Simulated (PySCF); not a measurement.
CH4. Atoms are numbered in the order given.

```xyz
5

C      0.0000     0.0000     0.0000
H      0.6289    -0.6289     0.6289
H     -0.6289    -0.6289    -0.6289
H     -0.6289     0.6289     0.6289
H      0.6289     0.6289    -0.6289
```
Charge 0, spin multiplicity 1.

Coordinates come from a B3LYP-D3(BJ)/def2-TZVPD optimisation.

All values below come from B3LYP/pcSseg-2 in PySCF.

GIAO shieldings, no solvent; atoms alike by connectivity are averaged. δ = σ(ref) − σ: ¹³C against TMS (σ = 181.3 ppm); ¹H against TMS (σ = 31.68 ppm), references at their B3LYP-D3(BJ)/def2-TZVP geometries, non-relativistic.

Computed chemical shifts:
```tsv
nucleus	atoms	count	δ (ppm)
¹³C	C1	1	-6.3
¹H	H2, H3, H4, H5	4	0.27
```
